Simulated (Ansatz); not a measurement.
The input, for Ansatz 0.2.0:

```yaml
crystal:
  periodic: [false, false, false]
  atoms:
    - {symbol: C, position_ang: [0.000000, 0.000000, 0.000000]}
    - {symbol: H, position_ang: [0.628037, 0.630011, 0.629222]}
    - {symbol: H, position_ang: [-0.631581, -0.626732, 0.628949]}
    - {symbol: H, position_ang: [-0.626594, 0.628165, -0.632497]}
    - {symbol: H, position_ang: [0.630138, -0.631444, -0.625675]}
basis:
  gaussian: {orbitals: cc-pVDZ}
magnetization: {spin_polarized: true, initial_magnetization: 2}
correlation: {method: ccsdtq, electrons: outside_noble_gas}
```

```sh
$ ansatz run in.yaml --threads 5 --pin off --events-out ev --progress --plain --max-ram 130560MiB --backend cuda --devices 0, --max-vram 75GiB
```

The program prints:

```
634 factors; integrals over basis functions are off by at most 1.1e-7 eV
mean field evaluation 1: about -1081.6746 eV, gradient 1.0e1 eV
mean field evaluation 2: about -1081.6770 eV, gradient 1.0e1 eV
mean field evaluation 4: about -1082.6741 eV, gradient 1.1e0 eV
mean field evaluation 8: about -1082.7220 eV, gradient 9.0e-2 eV
mean field evaluation 16: about -1082.7221 eV, gradient 3.6e-4 eV
mean field evaluation 32: about -1081.6743 eV, gradient 1.0e1 eV
mean field evaluation 64: about -1082.6868 eV, gradient 7.5e-1 eV
mean field evaluation 96: about -1082.5766 eV, gradient 1.6e0 eV
mean field evaluation 128: about -1082.8811 eV, gradient 1.8e0 eV
mean field evaluation 160: about -1081.9679 eV, gradient 4.7e0 eV
...
a density is far from that of the atoms, so the factors are made again for it
646 factors; integrals over basis functions are off by at most 1.6e-7 eV
...
mean field -1083.13410563 eV, -39.8044442071 hartree, gradient 2.8e-6 eV, S^2 2.005884; 23 other end points of the search recorded, 0 dependent functions left out
determinant -1083.13410563 eV, -39.8044442071 hartree, with singles and doubles -1087.61964276 eV, -39.9692846562 hartree
determinant -1082.72207861 eV, -39.7893024936 hartree, with singles and doubles -1087.54842428 eV, -39.9666674255 hartree
determinant -1082.42034618 eV, -39.7782140314 hartree, with singles and doubles -1087.43942203 eV, -39.9626616667 hartree
determinant -1081.51663927 eV, -39.7450034150 hartree, with singles and doubles -1086.51786930 eV, -39.9287952284 hartree
determinant -1081.37996811 eV, -39.7399808422 hartree, with singles and doubles -1086.11460610 eV, -39.9139755791 hartree
determinant -1080.78729743 eV, -39.7182005966 hartree, with singles and doubles -1086.14927571 eV, -39.9152496639 hartree
determinant -1080.70455515 eV, -39.7151598738 hartree, with singles and doubles -1085.87404591 eV, -39.9051351553 hartree
determinant -1080.68444524 eV, -39.7144208482 hartree, with singles and doubles -1085.37335226 eV, -39.8867350032 hartree
determinant -1080.67312273 eV, -39.7140047537 hartree, with singles and doubles -1086.03200248 eV, -39.9109399522 hartree
determinant -1080.38290619 eV, -39.7033394926 hartree, with singles and doubles -1085.02485996 eV, -39.8739281474 hartree
determinant -1083.13410563 eV, -39.8044442071 hartree, with singles and doubles -1087.62434201 eV, -39.9694573505 hartree
determinant -1082.72207861 eV, -39.7893024936 hartree, with singles and doubles -1087.54968384 eV, -39.9667137135 hartree
determinant -1082.42034618 eV, -39.7782140314 hartree, with singles and doubles -1087.44048784 eV, -39.9627008344 hartree
1 core orbitals not correlated: weight in the atoms' cores, before any rotation towards them, 1.000 or more for the frozen orbitals, at most 0.000 for the correlated occupied ones
reference -1083.13410563 eV, -39.8044442071 hartree; 5, 3 occupied and 28, 30 virtual orbitals, 646 factors
second order -3.79106111 eV of doubles, -0.00000000 eV of singles
...
cycle  15  -4.66059060 eV  change   -2.5e-5 eV  update   3.6e-5
cycle  16  -4.66060453 eV  change   -1.4e-5 eV  update   1.4e-5
cycle  17  -4.66059824 eV  change    6.3e-6 eV  update   6.6e-6
cycle  18  -4.66060118 eV  change   -2.9e-6 eV  update   3.7e-6
cycle  19  -4.66060210 eV  change   -9.3e-7 eV  update   1.7e-6
cycle  20  -4.66060252 eV  change   -4.2e-7 eV  update   8.3e-7
cycle  21  -4.66060199 eV  change    5.2e-7 eV  update   5.2e-7
cycle  22  -4.66060117 eV  change    8.3e-7 eV  update   3.4e-7
cycle  23  -4.66060067 eV  change    4.9e-7 eV  update   2.1e-7
cycle  24  -4.66060040 eV  change    2.7e-7 eV  update   1.1e-7
Total energy: -1087.79470603 eV, -39.9757181128 hartree
```

The T1 diagnostic is 0.066.

Ran on 5 threads of AMD EPYC 7R13 with a whole H100 80 GB, shared host: 14 s wall, 0.84 GiB peak host memory.
